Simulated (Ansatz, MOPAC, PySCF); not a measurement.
Barrier height from H2 + HS to the transition structure H3S, without zero-point energy, on the benchmark's geometries as Psi4's copy of the set gives them.
Transition structure (charge 0, multiplicity 2, Z-matrix in Å and degrees):
```
S
H 1 1.3377
H 1 1.4291 2 91.15
H 3 1.1495 1 172.62 2 0.00
```
Reactant (charge 0, multiplicity 1):
```json
[
 {"atom": "H", "x (Å)": "0.0000", "y (Å)": "0.0000", "z (Å)": "0.0000"},
 {"atom": "H", "x (Å)": "0.7419", "y (Å)": "0.0000", "z (Å)": "0.0000"}
]
```

Open shells are unrestricted; no spin–orbit coupling.

Frozen-core correlation. CBS: X⁻³ extrapolation of the correlation energy, Hartree–Fock from the larger set. The state that AM1, PM3, PM6, PM7 reach isn't checked; PM7 holds dispersion and hydrogen-bond terms.

Programs: Ansatz (Gaussian basis) for Hartree–Fock, density functionals and correlated methods; MOPAC for AM1, PM3, PM6, PM7 (differences of heats of formation); PySCF for the dispersion terms. Values without a source in brackets are computed.

Other levels give for the barrier height: PBE/def2-TZVPPD 0.401; B3LYP/def2-TZVPPD 0.681; B3LYP-D3(BJ)/def2-TZVPPD 0.632; wB97M-V/def2-TZVPPD 0.716; CCSD(T)/CBS(aug-cc-pV(D+d)Z, aug-cc-pV(T+d)Z) 0.755 eV.

What do these common cheap choices give for the same quantity: AM1, PM3, PM6, PM7?

AM1 0.581; PM3 0.575; PM6 1.242; PM7 1.553 eV. They span 0.575 to 1.553 eV.

The set's own value is 17.3 kcal/mol (Zhao et al., J. Phys. Chem. A 109, 2012 (2005), HTBH38), an estimate for the real system, whose open-shell reactant is lowered by spin–orbit coupling.

Ansatz is a quantum-chemistry and plane-wave program.
